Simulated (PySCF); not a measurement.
Stretching SiN⁺

Set-up: PySCF, no relativity, basis sets Si def2-SVP, N def2-SVP. Energies in eV from Si⁺ + N in their ground configurations at the same level. All curves are PBE0. state 1: ³Σ⁻ (triplet), unpaired electrons π ↑↑; state 2: ³Π (triplet), unpaired electrons σ ↑, π ↑, a second solution, started from another occupation; state 3: Ms = 0 determinant of mixed spin (⟨S²⟩ near 1.0), unpaired electrons π ↑↓, a mixture of terms (⟨Lz²⟩ = 2.0), a second solution, started from another occupation; state 4: Ms = 0 determinant of mixed spin (⟨S²⟩ near 1.0), unpaired electrons σ ↓, π ↑, a second solution, started from another occupation.

```
R (Å)  state 1  state 2  state 3  state 4
1.551   -1.512   -2.056   -1.000   -1.680
1.623   -2.090   -2.330   -1.583   -1.930
1.695   -2.407   -2.386   -1.901   -1.961
1.749   -2.518   -2.328   -2.013   -1.883
1.803   -2.550   -2.212   -2.043   -1.744
1.857   -2.519   -2.057   -2.010   -1.562
1.929   -2.407   -1.818   -1.893   -1.275
2.019   -2.190   -1.516   -1.666   -0.889
2.127   -1.867   -1.198   -1.324   -0.483
2.272   -1.406   -0.883   -0.818   -0.063
```

Q: Put a parabola through the three lowest points of the state 1 curve and estimate Re, k and ωe (reduced mass 9.332 u; 1 eV/Å² = 0.16022 mdyn/Å; ωe = 1302.8·√(k/μ) cm⁻¹).

A: Through R = 1.749, 1.803, 1.857 Å the second-order coefficient is 10.8 eV/Å², so Re ≈ 1.803 Å, k ≈ 3.46 mdyn/Å and ωe ≈ 793 cm⁻¹. A polynomial fit of higher order to the unrounded PBE0 energies gives Re = 1.801 Å, k = 3.41 mdyn/Å, ωe = 787 cm⁻¹; anharmonicity and rounding make the difference.

The higher-order fit for each curve: state 1: Re = 1.801 Å, ωe = 787 cm⁻¹, De = 2.55 eV; state 2: Re = 1.682 Å, ωe = 937 cm⁻¹, minimum 2.39 eV below the ground-state fragments; state 3: Re = 1.799 Å, ωe = 798 cm⁻¹, minimum 2.04 eV below the ground-state fragments; state 4: Re = 1.670 Å, ωe = 966 cm⁻¹, minimum 1.97 eV below the ground-state fragments.

⟨S²⟩ of the unrestricted solution departs from its pure value on part of the curve, where spin states mix. For an ion De counts to the pair picked by the measured ionisation energies or electron affinities, which need not be the lowest pair at this level. The state was picked by a PBE0 search and need not be the measured ground state.
